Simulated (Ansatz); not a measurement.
**CH₆BSi+ (SMILES B[CH+][SiH3]): single points off equilibrium**

A test off equilibrium: a structure displaced at random from a GFN2-xTB minimum is computed at several levels, and each is set against CCSD(T).

The runs use Ansatz 0.2.0, Gaussian basis; single points in def2-TZVPP.

Cores are frozen in the correlated methods.

## (1) Starting geometry

SMILES `B[CH+][SiH3]`, 9 atoms, charge 1, spin multiplicity 1.

Atoms are counted from 1 here; the program's logs count them from 0.

Bond lengths: B1–C2 1.303 Å, B1–H4 1.099 Å, B1–H5 1.228 Å, C2–Si3 1.947 Å, C2–H6 1.090 Å, Si3–H7 1.476 Å, Si3–H8 1.479 Å, Si3–H9 1.577 Å. Angles: C2–B1–H4 126.8°, C2–B1–H5 130.0°, H4–B1–H5 103.2°, B1–C2–Si3 125.4°, B1–C2–H6 124.6°, Si3–C2–H6 109.9°, C2–Si3–H7 101.3°, C2–Si3–H8 111.7°, C2–Si3–H9 98.5°, H7–Si3–H8 124.0°, H7–Si3–H9 104.1°, H8–Si3–H9 113.7°.

As a file:

```
B    -0.82080    0.83870   -1.00530
C     0.11080    0.67530   -0.10850
Si    0.54700   -1.00640    0.77020
H    -1.88520    1.03920   -0.81940
H    -0.75650    0.77600   -2.22960
H     0.72480    1.47790    0.29980
H     2.02010   -0.93060    0.82450
H    -0.20140   -2.14030    0.18480
H     0.08880   -0.63010    2.23160
```

## (2) CCSD(T)/def2-TZVPP

Input file run/in.yaml:

```yaml
crystal:
  periodic: [false, false, false]
  atoms:
    - {symbol: B, position_ang: [-0.820800, 0.838700, -1.005300]}
    - {symbol: C, position_ang: [0.110800, 0.675300, -0.108500]}
    - {symbol: Si, position_ang: [0.547000, -1.006400, 0.770200]}
    - {symbol: H, position_ang: [-1.885200, 1.039200, -0.819400]}
    - {symbol: H, position_ang: [-0.756500, 0.776000, -2.229600]}
    - {symbol: H, position_ang: [0.724800, 1.477900, 0.299800]}
    - {symbol: H, position_ang: [2.020100, -0.930600, 0.824500]}
    - {symbol: H, position_ang: [-0.201400, -2.140300, 0.184800]}
    - {symbol: H, position_ang: [0.088800, -0.630100, 2.231600]}
basis:
  gaussian: {orbitals: def2-TZVPP}
total_charge: 1
correlation: {method: ccsd_t}
output: {forces: true}
```

The command line of these runs was not kept.

## (3) PBE0-D4/def2-TZVPP

Changes to run/in.yaml since step 2:

```diff
@@ -15,3 +15,3 @@
 total_charge: 1
-correlation: {method: ccsd_t}
-output: {forces: true}
+hamiltonian: {xc: pbe0, dispersion: d4}
+output: {forces: true, orbitals: {seedname: orbitals}}
```

## (4) wB97M-V/def2-TZVPP

Changes to run/in.yaml since step 3:

```diff
@@ -15,3 +15,3 @@
 total_charge: 1
-hamiltonian: {xc: pbe0, dispersion: d4}
-output: {forces: true, orbitals: {seedname: orbitals}}
+hamiltonian: {xc: {name: wB97M-V}}
+output: {forces: true}
```

## (5) r2SCAN-D4/def2-TZVPP

Changes to run/in.yaml since step 4:

```diff
@@ -15,3 +15,3 @@
 total_charge: 1
-hamiltonian: {xc: {name: wB97M-V}}
+hamiltonian: {xc: r2scan, dispersion: d4}
 output: {forces: true}
```

## (6) PBE-D4/def2-TZVPP

Changes to run/in.yaml since step 5:

```diff
@@ -15,3 +15,3 @@
 total_charge: 1
-hamiltonian: {xc: r2scan, dispersion: d4}
+hamiltonian: {xc: pbe, dispersion: d4}
 output: {forces: true}
```

## (7) revPBE-D4/def2-TZVPP

Changes to run/in.yaml since step 6:

```diff
@@ -15,3 +15,3 @@
 total_charge: 1
-hamiltonian: {xc: pbe, dispersion: d4}
+hamiltonian: {xc: {name: revPBE}, dispersion: d4}
 output: {forces: true}
```

## (8) r2SCAN0-D4/def2-TZVPP

Changes to run/in.yaml since step 7:

```diff
@@ -15,3 +15,3 @@
 total_charge: 1
-hamiltonian: {xc: {name: revPBE}, dispersion: d4}
+hamiltonian: {xc: {name: r2SCAN0}, dispersion: d4}
 output: {forces: true}
```

(Steps that only read results are left out.)

**Question.** What will these runs give? Wanted: energy less free atoms, CCSD(T)/def2-TZVPP; RMS force component; RMS force error; HOMO and LUMO, PBE0-D4; T1 diagnostic.

**Answer**, as computed:

| quantity | value |
| --- | --- |
| energy less free atoms, CCSD(T)/def2-TZVPP | -465.3 kcal/mol |
| RMS force component | 1.931 to 2.152 eV/Å over the methods |
| RMS force error | PBE0-D4 0.188, wB97M-V 0.129, r2SCAN-D4 0.233, PBE-D4 0.329, revPBE-D4 0.266, r2SCAN0-D4 0.146 eV/Å |
| HOMO and LUMO, PBE0-D4 | -14.90 and -9.81 eV |
| T1 diagnostic | 0.026 |

In words: Against CCSD(T) the functionals' energies less atoms differ by -30.3 to -17.2 kcal/mol, PBE-D4 by -30.3 kcal/mol. The reference is not at the basis limit: in triple zeta CCSD(T) underbinds, which counts against methods that bind more; the gaps are no ranking. For forces wB97M-V does best and PBE-D4 worst. Frozen-core CCSD(T) forces in triple zeta carry basis errors of their own, and this is one geometry, so small gaps rank nothing. The T1 diagnostic is large here, over the usual mark for main-group molecules (transition-metal compounds often pass it harmlessly), so CCSD(T) itself may be off.
